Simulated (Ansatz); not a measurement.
Geometry optimisation, Ansatz 0.2.0, RKS PBE0/6-31G*.

Input file:

```yaml
crystal:
  periodic: [false, false, false]
  atoms:
    - { symbol: B, position_ang: [-0.8789, 0.6542, -0.5785] }
    - { symbol: O, position_ang: [0.5328, 0.4959, -0.4664] }
    - { symbol: Si, position_ang: [0.7778, -0.6542, 0.7749] }
    - { symbol: H, position_ang: [-1.4192, -0.307, -0.8743] }
    - { symbol: H, position_ang: [-1.1349, 1.4751, -1.4822] }
    - { symbol: H, position_ang: [-1.3817, 1.1768, 0.4124] }
    - { symbol: H, position_ang: [0.8385, 0.0373, -1.2933] }
    - { symbol: H, position_ang: [0.191, -1.914, 0.4547] }
    - { symbol: H, position_ang: [0.2996, -0.1261, 2.1106] }
    - { symbol: H, position_ang: [2.2582, -0.8891, 0.9449] }
basis:
  gaussian: { orbitals: "6-31G*" }
hamiltonian:
  xc: pbe0
relax:
  f_tol: 0.02
  max_steps: 40
```

Run as:

```bash
$ ansatz run input.yaml --threads 1 --pin off --max-ram 2048MiB --backend cpu --events-out ev --progress --plain --runs-dir out
```

Where does it end, and by what steps?

The forces met the threshold. After 15 steps the energy has fallen by 0.921 eV; H6 moved furthest, 0.63 Å.

```csv
step,energy less start (eV),largest force component (eV/Å),accepted
0,0.0000,4.728,yes
1,-0.6159,2.682,yes
2,-0.8464,0.902,yes
3,-0.8625,0.621,yes
4,-0.8825,0.840,yes
5,-0.8922,0.225,yes
6,-0.8873,0.326,no
7,-0.8976,0.140,yes
8,-0.9030,0.063,yes
9,-0.9075,0.153,yes
10,-0.9113,0.124,yes
11,-0.9171,0.079,yes
12,-0.9190,0.108,yes
13,-0.9206,0.037,yes
14,-0.9207,0.022,yes
15,-0.9208,0.007,yes
```

```xyz
10
Properties=species:S:1:pos:R:3
B -1.067 0.653 -0.705
O 0.564 0.368 -0.476
Si 0.820 -0.627 0.902
H -1.424 -0.248 -1.431
H -1.123 1.765 -1.167
H -1.471 0.557 0.440
H 1.001 0.117 -1.301
H -0.076 -1.804 0.872
H 0.621 0.229 2.086
H 2.239 -1.061 0.783
```

Whether the end is a true minimum wasn't checked by a vibrational analysis.

Run time: 40 s on 1 thread of Arm Neoverse V1 (shared host), peak memory 0.13 GiB.
